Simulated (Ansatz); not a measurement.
A nudged elastic band was laid between two geometries of AlFHO (4 atoms, charge 0, multiplicity 2).

The calculation used UHF/def2-SVP in Ansatz.

| Property | Result |
| --- | --- |
| movable images | 7 |
| climbing image | yes |
| spring | 5.0 eV/Å² |
| optimiser | quadratic models (default) |
| start path | through a guess of the saddle point |
| force threshold | 0.05 eV/Å |
| iteration limit | 60 |
| end points | relaxed |

First end point:

```xyz
4
Properties=species:S:1:pos:R:3
O -0.138 -1.067 1.294
Al 0.049 0.031 -0.033
F -1.123 -0.015 -1.184
H 1.268 0.991 -0.098
```

Last end point:

```xyz
4
Properties=species:S:1:pos:R:3
O 0.554 -0.117 0.696
Al -0.218 0.332 -0.728
F -1.625 -0.450 -1.101
H 1.345 0.175 1.113
```

(1) What changes between the two ends?

(2) What energy profile does the band end with?

(3) What is the geometry of the highest image?

Results:

(1) Bonds broken: Al2–H4. Bonds formed: O1–H4.

(2) The run converged. The highest image is number 4 of 0 to 8, 202.4 kJ/mol above the first end and 289.5 kJ/mol above the last; the last end lies 87.0 kJ/mol below the first. Neighbouring images differ by up to 1.5 eV, so the band resolves the path poorly. A vibrational analysis at the climbing image gives one clearly imaginary mode, 1942i cm⁻¹: a first-order saddle point.

| image | path coordinate (Å) | energy (kJ/mol) | Al2–H4 (Å) | O1–H4 (Å) |
| --- | --- | --- | --- | --- |
| 0 | 0.00 | 0.0 | 1.55 | 2.85 |
| 1 | 0.30 | 14.8 | 1.55 | 2.55 |
| 2 | 0.60 | 60.3 | 1.56 | 2.22 |
| 3 | 0.90 | 136.3 | 1.59 | 1.86 |
| 4 | 1.20 | 202.4 | 1.66 | 1.49 |
| 5 | 1.50 | 62.0 | 1.73 | 1.10 |
| 6 | 1.81 | -43.1 | 1.97 | 0.96 |
| 7 | 2.11 | -78.1 | 2.21 | 0.95 |
| 8 | 2.41 | -87.0 | 2.42 | 0.94 |

(3) 
```xyz
4
Properties=species:S:1:pos:R:3
O 0.312 -0.612 1.126
Al -0.122 0.123 -0.333
F -1.351 -0.019 -1.406
H 1.217 0.448 0.592
```

Time of the run: 90 s on 1 thread of Intel(R) Xeon(R) Processor @ 2.50GHz (Skylake/Cascade Lake), with other jobs on the host, peak memory 0.13 GiB.
